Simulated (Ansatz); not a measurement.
Geometry optimisation, RKS B3LYP-D4/STO-3G (Ansatz).

input.yaml

```yaml
crystal:
  periodic: [false, false, false]
  atoms:
    - { symbol: B, position_ang: [-1.22167, 0.76228, -0.64528] }
    - { symbol: B, position_ang: [0.25215, 0.167, -0.41075] }
    - { symbol: "N", position_ang: [0.76362, -0.67053, 0.76787] }
    - { symbol: H, position_ang: [-1.53429, 1.84593, -0.33746] }
    - { symbol: H, position_ang: [-2.05426, 0.20066, -1.24366] }
    - { symbol: H, position_ang: [1.07871, 0.34768, -1.22441] }
    - { symbol: H, position_ang: [1.64452, -0.28735, 1.12754] }
    - { symbol: H, position_ang: [0.97024, -1.61487, 0.4226] }
    - { symbol: H, position_ang: [0.10098, -0.75081, 1.54355] }
total_charge: 1
basis:
  gaussian: { orbitals: STO-3G }
hamiltonian:
  xc: b3lyp
  dispersion: d4
relax:
  f_tol: 0.015
  max_steps: 40
output:
  orbitals: {}
```

Run as:

```bash
$ ansatz run input.yaml --threads 1 --pin off --max-ram 2048MiB --backend cpu --events-out ev --progress --plain --runs-dir out
```

Q: Where does it end, and by what steps?

A: The forces met the threshold. The force dipped under the threshold on the way, but the program's further checks kept it going. Limits of this set-up: minimal basis, the dipole of an ion depends on the origin. After 7 steps the energy has fallen by 0.172 eV; H6 moved furthest, 0.10 Å.

```csv
step,energy less start (eV),largest force component (eV/Å),accepted
0,0.0000,1.722,yes
1,-0.1510,0.524,yes
2,-0.1566,0.464,yes
3,-0.1692,0.233,yes
4,-0.1694,0.209,yes
5,-0.1716,0.030,yes
6,-0.1718,0.008,yes
7,-0.1719,0.014,yes
```

```xyz
9
Properties=species:S:1:pos:R:3
B -1.241 0.791 -0.659
B 0.273 0.182 -0.504
N 0.743 -0.662 0.747
H -1.502 1.870 -0.260
H -2.091 0.167 -1.187
H 1.148 0.300 -1.286
H 1.604 -0.228 1.193
H 1.044 -1.636 0.444
H 0.022 -0.785 1.513
```

Run time: 8.4 s on 1 thread of Arm Neoverse V1, with other jobs on the host, peak memory 0.1 GiB.
